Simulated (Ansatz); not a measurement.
Chromium, bcc: convergence with Fermi-Dirac smearing

Computed with Ansatz, PBE, scalar-relativistic PAW, on the relaxed cell (a = 2.848 Å; non-magnetic). Errors count from a run at 420 eV on a Γ-centred 25×25×25 mesh with Fermi-Dirac smearing of 0.05 eV, extrapolated to zero width. Fixed here: cutoff 420 eV, mesh 15×15×15.

```tsv
width (eV)	E(σ→0) error (meV/atom)	F error (meV/atom)	P (GPa)	SCF iterations
0.03	6.0	4.1	-0.07	15
0.1	4.0	-10.0	0.17	14
0.2	5.6	-51.2	0.83	14
0.3	21.0	-128.4	2.51	15
0.6	105.9	-662.1	14.38	16
1.0	62.3	-2036.1	36.45	16
```

Task: What does the run at 0.01 give (width)?

Result: E(σ→0) error (meV/atom): 6.4; F error (meV/atom): 6.1; P (GPa): -0.14; SCF iterations: 19.
